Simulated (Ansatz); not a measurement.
# C2H4F2O: the cost of one run

Computed with the Python package of Ansatz 0.2.0. The levels of theory stand in the script.

## Step 1: The system

Bond lengths: C1–C2 1.460 Å, C2–O3 1.382 Å, C2–F4 1.392 Å, C2–F5 1.347 Å, C1–H6 1.144 Å, C1–H7 1.053 Å, C1–H8 1.134 Å, O3–H9 1.012 Å. Angles: C1–C2–O3 110.6°, C1–C2–F4 113.0°, C1–C2–F5 113.4°, O3–C2–F4 106.6°, O3–C2–F5 107.9°, F4–C2–F5 104.9°, C2–C1–H6 110.8°, C2–C1–H7 114.5°, C2–C1–H8 108.9°, H6–C1–H7 108.8°, H6–C1–H8 103.4°, H7–C1–H8 110.0°, C2–O3–H9 103.8°.

The script holds or builds the structure itself.

## Step 2: The script

c2h4f2o_methods.py

```python
from pathlib import Path

import ansatz
import numpy as np


def main() -> None:
    geometry_ang = [
        ("C", (-0.9523, -0.1845, -0.3022)),
        ("C", (0.449, 0.1266, -0.0348)),
        ("O", (0.8108, -0.3042, 1.2276)),
        ("F", (1.3225, -0.4861, -0.9286)),
        ("F", (0.7319, 1.4405, -0.1202)),
        ("H", (-1.6382, 0.3876, 0.4128)),
        ("H", (-1.1892, -1.2089, -0.2514)),
        ("H", (-1.2328, 0.2284, -1.3208)),
        ("H", (1.7867, -0.0456, 1.3005)),
    ]
    c2h4f2o = ansatz.Crystal.molecule()
    for symbol, xyz in geometry_ang:
        c2h4f2o = c2h4f2o.atom(symbol, xyz)

    setup = c2h4f2o.calculation().basis(gaussian="cc-pVDZ")

    print("functional    E (Ha)        dipole (D)   HOMO (eV)  LUMO (eV)")
    for name in ["blyp", "b3lyp", "hse06", "revpbe"]:
        data = setup.functional(name).forces().orbitals().run(threads=1, runs_dir="runs").report
        lines = Path(data["orbitals_path"]).read_text().splitlines()
        field_of = lambda key: [line.split("=")[1].strip() for line in lines if line.startswith(key)]
        orbitals = [(27.211386 * float(e), s, float(n)) for e, s, n in zip(field_of("Ene="), field_of("Spin="), field_of("Occup="))]
        homo = max(e for e, _, n in orbitals if n > 0.5)
        lumo = min(e for e, _, n in orbitals if n < 0.5)
        dipole = 4.803205 * np.linalg.norm(data["charge_distribution"]["dipole_moment_e_ang"])
        print(f"{name:10s} {data['free_energy_ev'] / 27.211386246:14.6f} {dipole:9.3f} {homo:11.3f} {lumo:10.3f}")


if __name__ == "__main__":
    main()
```

## Step 3: What the engine is handed

The engine receives this input (first run):

```yaml
crystal:
  periodic: [false, false, false]
  atoms:
    - { symbol: C, position_ang: [-0.9523, -0.1845, -0.3022] }
    - { symbol: C, position_ang: [0.449, 0.1266, -0.0348] }
    - { symbol: O, position_ang: [0.8108, -0.3042, 1.2276] }
    - { symbol: F, position_ang: [1.3225, -0.4861, -0.9286] }
    - { symbol: F, position_ang: [0.7319, 1.4405, -0.1202] }
    - { symbol: H, position_ang: [-1.6382, 0.3876, 0.4128] }
    - { symbol: H, position_ang: [-1.1892, -1.2089, -0.2514] }
    - { symbol: H, position_ang: [-1.2328, 0.2284, -1.3208] }
    - { symbol: H, position_ang: [1.7867, -0.0456, 1.3005] }
basis:
  gaussian:
    orbitals: cc-pVDZ
hamiltonian:
  xc: blyp
output:
  orbitals: {}
  forces: true
```

## Step 4: Running it

Started as:

```console
> python c2h4f2o_methods.py
```

**Question.** How long does this script take on 1 thread of Arm Neoverse V1, shared host, and how much memory does it need?

About 14 s, with a peak of 0.24 GiB.
